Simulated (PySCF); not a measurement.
# Magnetisability: `[H]/P=C(/F)C=C`, C3H4FP

Geometry (Å), atoms numbered from 1 in this order:
```xyz
9

C    -1.582   -0.306   -0.008
C    -0.285   -0.355   -0.350
C     0.765    0.253    0.442
F     0.317    0.871    1.538
P     2.441    0.276    0.165
H    -1.906    0.205    0.901
H    -2.346   -0.777   -0.631
H     0.036   -0.869   -1.260
H     2.330   -0.479   -1.044
```

Method: PySCF, GIAO B3LYP/pcSseg-1 magnetisability, rotational g tensor and spin-rotation constants, non-relativistic, gas phase. Geometry: PBE0-D3(BJ)/def2-SVP.

Q: How diamagnetic is it, and how anisotropic?

A: Isotropic -755 × 10⁻³⁰ J/T², or -45.5 × 10⁻⁶ cm³/mol; principal values -938, -728, -598 × 10⁻³⁰ J/T², anisotropy 297 × 10⁻³⁰ J/T² (root of half the summed squared differences of the principal values). The susceptibility is in cgs units.

Q: Split it along the inertial axes a, b, c into diamagnetic and paramagnetic parts about the centre of mass, with the quadrupole moment.

A: 
```tsv
axis	χ (10⁻⁶ cm³/mol)	diamagnetic (10⁻⁶ cm³/mol)	paramagnetic (10⁻⁶ cm³/mol)	summed x² of all electrons (Å²)	quadrupole Θ (D Å)
a	-43.8	-198.5	154.7	112.3	+2.14
b	-36.0	-510.7	474.7	38.7	+1.38
c	-56.5	-640.4	583.9	8.1	-3.52
```
Anisotropies 2χaa − χbb − χcc = +4.9 and 2χbb − χaa − χcc = +28.2 × 10⁻⁶ cm³/mol. Θ is traceless in Buckingham's convention.

Q: And the rotational g tensor?

A: 
```tsv
axis	rotational constant (GHz)	g	nuclear part	electronic part
a	8.9540	-0.0932	0.5575	-0.6508
b	2.6195	-0.0363	0.5478	-0.5841
c	2.0266	-0.0059	0.5500	-0.5559
```
Asymmetric top; isotopes 12C, 19F, 1H, 31P; no vibrational averaging.
